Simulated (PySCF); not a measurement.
**Magnesium: a sound run and one with changed settings**

Sound run: Mg [Ne] 3s2, Mg⁺ [Ne] 3s1. Computed with PySCF 2.14 in cc-pVTZ, with no relativity, point nucleus. In the sound run the correlated levels freeze [Ne]. The sound run starts from symmetry-adapted Hartree-Fock orbitals and uses a fine grid where one is needed.

Changed run: initial guess 1e, at most 50 SCF cycles.

```tsv
species	method	sound run (hartree)	changed run (hartree)	converged
Mg	UHF	-199.61335	-199.61335	yes
Mg	r2SCAN	-200.03955	-200.03955	yes
Mg	CCSD(T)	-199.64708	-199.64708	yes
Mg⁺	B3LYP	-199.81370	-199.81370	yes
```

Here the plain start reaches the same solutions.
